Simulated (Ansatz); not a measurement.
Mulliken charges of CH₂OS₂, SMILES `OC(=S)S` from ωB97M-V/def2-TZVPP in Ansatz (PBE0-D4/def2-TZVP geometry).

```json
{"atom": "O1", "x (Å)": "0.759", "y (Å)": "0.428", "z (Å)": "-0.617", "charge (e)": "-0.225"}
{"atom": "C2", "x (Å)": "0.075", "y (Å)": "-0.297", "z (Å)": "0.266", "charge (e)": "0.155"}
{"atom": "S3", "x (Å)": "0.732", "y (Å)": "-1.414", "z (Å)": "1.250", "charge (e)": "-0.246"}
{"atom": "S4", "x (Å)": "-1.621", "y (Å)": "0.063", "z (Å)": "0.278", "charge (e)": "-0.011"}
{"atom": "H5", "x (Å)": "1.685", "y (Å)": "0.150", "z (Å)": "-0.542", "charge (e)": "0.207"}
{"atom": "H6", "x (Å)": "-1.589", "y (Å)": "1.006", "z (Å)": "-0.682", "charge (e)": "0.121"}
```

Problem. By hand: the dipole of these point charges (1 e Å = 4.8032 D).

Solution. Σ q r = (-0.165, 0.358, -0.325) e Å, of length 0.511 e Å = 2.45 D.

Problem. How does the dipole of the full density compare? (Estimate.)

Solution. The calculation gave: (0.010, 0.351, -0.357) e Å, 2.41 D; the point charges give 1.02 times that, at 20° from its direction.

Point charges leave out the atoms' own dipoles, such as those of lone pairs, and Mulliken's split depends on the basis, so the two needn't agree.
